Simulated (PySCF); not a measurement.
# Which functional comes closest?

Molecule: `[SiH4]`, H$_{4}$Si.

Atom-mapped SMILES (the numbers label the heavy atoms): `[SiH4:1]`; H(Xn) means a hydrogen on atom n.

Geometry PBE0-D3(BJ)/def2-SVP throughout; GIAO in PySCF, gas phase, one conformer, non-relativistic; equivalent atoms averaged; basis pcSseg-2.

Reference values (CCSD(T)/CBS (aug-cc-pCVXZ fit); gas (isolated, no vibration); Rzepiela, Kaminsky, Buczek, Broda, Kupka, Molecules 2022, 27, 8230): σ(Si1) = 470.9 ppm.

How do the functionals HF, LDA, PBE, BLYP, BP86, OPBE, KT2, KT3, B97-D, B3LYP, PBE0, mPW1PW91, WP04, B97-2, BHandHLYP, CAM-B3LYP, wB97X-D, LC-wPBE perform against the reference? Times are CPU seconds on shared hosts with different chips, so compare them loosely; the GGAs took longer than the global hybrids here, which isn't the general rule, and the cause wasn't traced.

Answers


| functional | kind | Si1 | abs. error Si | core-s |
| --- | --- | --- | --- | --- |
| HF | Hartree–Fock | 474.7 | 3.8 | 0.6 |
| LDA | LDA | 426.7 | 44.2 | 1.5 |
| PBE | GGA | 436.7 | 34.2 | 1.9 |
| BLYP | GGA | 425.0 | 45.9 | 1.8 |
| BP86 | GGA | 433.5 | 37.4 | 1.8 |
| OPBE | GGA | 458.0 | 12.9 | 2.1 |
| KT2 | GGA | 460.7 | 10.2 | 2 |
| KT3 | GGA | 462.2 | 8.7 | 2 |
| B97-D | GGA | 443.8 | 27.1 | 1.9 |
| B3LYP | global hybrid | 434.0 | 36.9 | 1.4 |
| PBE0 | global hybrid | 447.1 | 23.8 | 1.2 |
| mPW1PW91 | global hybrid | 444.7 | 26.2 | 1.4 |
| WP04 | global hybrid | 421.0 | 49.9 | 1.6 |
| B97-2 | global hybrid | 450.1 | 20.8 | 1.5 |
| BHandHLYP | global hybrid | 447.9 | 23.0 | 1.4 |
| CAM-B3LYP | range-separated hybrid | 438.4 | 32.5 | 2 |
| wB97X-D | range-separated hybrid | 445.4 | 25.5 | 1.9 |
| LC-wPBE | range-separated hybrid | 448.9 | 22.0 | 2.8 |

For 29Si the closest is HF (3.8 ppm) and the furthest WP04 (49.9 ppm). One molecule is a small sample, and the reference may use another geometry.
